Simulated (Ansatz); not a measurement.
```yaml
crystal:
  periodic: [false, false, false]
  atoms:
    - {symbol: C, position_ang: [-0.563639, 0.802091, -0.590600]}
    - {symbol: C, position_ang: [0.422792, -0.310487, -0.251598]}
    - {symbol: N, position_ang: [0.569062, -0.812272, 1.034505]}
    - {symbol: O, position_ang: [1.270973, -0.780905, -0.989490]}
    - {symbol: H, position_ang: [-1.218850, 0.482676, -1.283908]}
    - {symbol: H, position_ang: [-1.154773, 1.179119, 0.394371]}
    - {symbol: H, position_ang: [0.074682, 1.656979, -0.946295]}
    - {symbol: H, position_ang: [-0.332601, -0.678726, 1.493822]}
    - {symbol: H, position_ang: [0.941502, -1.660594, 1.101926]}
basis:
  gaussian: {orbitals: def2-SVP}
hamiltonian: {xc: {name: HF}}
correlation: {active_space: {window: {electrons: 40, orbitals: 30}}}
output: {forces: true}
```

```sh
$ ansatz run in.yaml --threads 4 --pin off --events-out ev --progress --plain --max-ram 10444MiB
```

Output, abridged:

```
Functional definition: HF
823 factors; integrals over basis functions are off by at most 1.2e-3 eV
mean field evaluation 1: about -5650.0981 eV, gradient 4.3e1 eV
mean field evaluation 2: about -5650.1026 eV, gradient 4.3e1 eV
mean field evaluation 4: about -5654.0250 eV, gradient 4.5e0 eV
mean field evaluation 8: about -5654.0954 eV, gradient 4.5e-1 eV
mean field -5654.09722927 eV, -207.7842406910 hartree, gradient 2.0e-6 eV, S^2 0.000000; 0 other end points of the search recorded, 0 dependent functions left out
reference -5654.09722927 eV, -207.7842406910 hartree; 16, 16 occupied and 65, 65 virtual orbitals, 823 factors
Error: 40 electrons in 30 orbitals form no window around the highest filled level of the reference
```

(1) Something in this input is off. What?

## Answers

(1) The active space doesn't fit the electrons. The run stopped with an error.
